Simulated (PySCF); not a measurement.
C3H3F3.
Numbering: `[CH3:1][C:2]([F:3])=[C:4]([F:5])[F:6]` (hydrogens: H7, H8, H9 on C1)

The closed-shell ground state was solved at several levels (PySCF, density fitting, gas phase, non-relativistic). Geometry: PBE0-D3(BJ)/def2-SVP; no solvent, vibrations or thermal averaging.

| level | basis functions | HOMO (eV) | LUMO (eV) | gap (eV) | dipole (D) |
| --- | --- | --- | --- | --- | --- |
| wB97X-D/def2-SVPD | 153 | -9.11 | 2.15 | 11.26 | 1.97 |
| wB97X-D/pcSseg-2 | 258 | -8.97 | 2.39 | 11.36 | 1.90 |
| B3LYP/pcJ-1 | 192 | -6.89 | 0.49 | 7.38 | 1.85 |

Estimate the row for PBE0/pcSseg-1, a basis of 117 functions; the other rows only guide the guess.

HOMO -7.09 eV, LUMO 0.80 eV, gap 7.89 eV, dipole 1.87 D.

Over all these levels, which gives the widest orbital gap and which the narrowest?

wB97X-D/pcSseg-2 (range-separated hybrid) has the widest, 11.36 eV, and B3LYP/pcJ-1 (global hybrid, 20 % exact exchange) the narrowest, 7.38 eV. Functional and basis both differ between the two, so the spread mixes both effects.

How far do the dipole and the HOMO energy spread over the levels?

The dipole runs from 1.85 to 1.97 D (mean 1.90 D) and the HOMO from -9.11 to -6.89 eV.
